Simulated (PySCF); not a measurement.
**ClH7: script and output**

The script input.py:

```python
from pyscf import gto, scf, mp

mol = gto.M(
    atom='Cl -0.0557 0.0138 0.0946; H 0.2382 -0.131 1.327; H 1.0009 1.1589 0.0993; H -1.1363 1.0091 0.5984; H -1.057 -1.1603 0.326; H 1.0881 -1.0118 -0.177; H 1.1683 -0.391 -2.5608; H 0.6454 0.0281 -2.8929',
    basis='6-311g**',
    charge=0,
    spin=0,
    symmetry=True,
    verbose=4,
)
mf = scf.RHF(mol)
mf.kernel()
mp.MP2(mf).kernel()
mf.dip_moment()
print('orbital energies (hartree):', mf.mo_energy[..., max(0, mol.nelec[1]-3):mol.nelec[0]+3].round(4))
```

```bash
$ OMP_NUM_THREADS=1 python input.py
```

Output (some set-up lines and the per-cycle HOMO/LUMO lines with their warnings removed):

```
PySCF version 2.14.0

[INPUT] verbose = 4
[INPUT] num. atoms = 8
[INPUT] num. electrons = 24
[INPUT] charge = 0
[INPUT] spin (= nelec alpha-beta = 2S) = 0
[INPUT] symmetry True subgroup None
[INPUT] Mole.unit = angstrom
[INPUT] Symbol           X                Y                Z      unit          X                Y                Z       unit  Magmom
[INPUT]  1 Cl    -0.055700000000   0.013800000000   0.094600000000 AA   -0.105257745138   0.026078220519   0.178768091384 Bohr   0.0
[INPUT]  2 H      0.238200000000  -0.131000000000   1.327000000000 AA    0.450132762871  -0.247554122318   2.507666567298 Bohr   0.0
[INPUT]  3 H      1.000900000000   1.158900000000   0.099300000000 AA    1.891426878077   2.190003605758   0.187649804169 Bohr   0.0
[INPUT]  4 H     -1.136300000000   1.009100000000   0.598400000000 AA   -2.147295795343   1.906922632299   1.130812112940 Bohr   0.0
[INPUT]  5 H     -1.057000000000  -1.160300000000   0.326000000000 AA   -1.997440513665  -2.192649222333   0.616050716608 Bohr   0.0
[INPUT]  6 H      1.088100000000  -1.011800000000  -0.177000000000 AA    2.056210996139  -1.912024892835  -0.334481524048 Bohr   0.0
[INPUT]  7 H      1.168300000000  -0.391000000000  -2.560800000000 AA    2.207767031329  -0.738882914705  -4.839210659786 Bohr   0.0
[INPUT]  8 H      0.645400000000   0.028100000000  -2.892900000000 AA    1.219629240794   0.053101304100  -5.466788705754 Bohr   0.0

nuclear repulsion = 40.7635423905624
point group symmetry = C1
symmetry origin: [0. 0. 0.]
symmetry axis x: [1. 0. 0.]
symmetry axis y: [0. 1. 0.]
symmetry axis z: [0. 0. 1.]
num. orbitals of irrep A = 68
number of shells = 40
number of NR pGTOs = 104
number of NR cGTOs = 68
basis = 6-311g**
ecp = {}

******** <class 'pyscf.scf.hf.RHF'> ********
method = RHF
initial guess = minao
damping factor = 0
level_shift factor = 0
DIIS = <class 'pyscf.scf.diis.CDIIS'>
diis_start_cycle = 1
diis_space = 8
diis_damp = 0
SCF conv_tol = 1e-09
SCF conv_tol_grad = None
SCF max_cycles = 50
direct_scf = True
direct_scf_tol = 1e-13
Set gradient conv threshold to 3.16228e-05
Initial guess from minao.
init E= -463.0144494872
cycle= 1 E= -462.982408715086  delta_E= 0.032  |g|= 0.388  |ddm|= 2.47
cycle= 2 E= -463.028662380341  delta_E= -0.0463  |g|= 0.167  |ddm|= 0.879
cycle= 3 E= -463.036310371145  delta_E= -0.00765  |g|= 0.039  |ddm|= 0.203
cycle= 4 E= -463.037428846985  delta_E= -0.00112  |g|= 0.0129  |ddm|= 0.121
cycle= 5 E= -463.03769273248  delta_E= -0.000264  |g|= 0.0058  |ddm|= 0.073
cycle= 6 E= -463.037783857673  delta_E= -9.11e-05  |g|= 0.00218  |ddm|= 0.0594
cycle= 7 E= -463.037796135546  delta_E= -1.23e-05  |g|= 0.000212  |ddm|= 0.03
cycle= 8 E= -463.037796186684  delta_E= -5.11e-08  |g|= 5.43e-05  |ddm|= 0.00156
cycle= 9 E= -463.037796188698  delta_E= -2.01e-09  |g|= 1.46e-05  |ddm|= 0.000214
cycle= 10 E= -463.037796188882  delta_E= -1.84e-10  |g|= 4.27e-06  |ddm|= 7.19e-05
Extra cycle  E= -463.037796188895  delta_E= -1.28e-11  |g|= 1.8e-06  |ddm|= 1.22e-05
converged SCF energy = -463.037796188895

******** <class 'pyscf.mp.mp2.RMP2'> ********
nocc = 12, nmo = 68
E(RMP2) = -463.38199438843  E_corr = -0.344198199534996
E(SCS-RMP2) = -463.394436682336  E_corr = -0.35664049344039
E_corr(same-spin) = -0.0650738607710829
E_corr(oppo-spin) = -0.279124338763913
Dipole moment(X, Y, Z, Debye):  0.18467, -0.04527,  0.94375
orbital energies (hartree): [-0.5972 -0.3347 -0.2879  0.0757  0.0948  0.0971]
```

In short: E(SCF) = -463.037796 Eh, 10 cycles, E(MP2) − E(SCF) = -0.34420 Eh, μ(SCF) = 0.96 D.

Hardware: Arm Neoverse N1, 1 thread, shared host. Wall time 1.9 s.
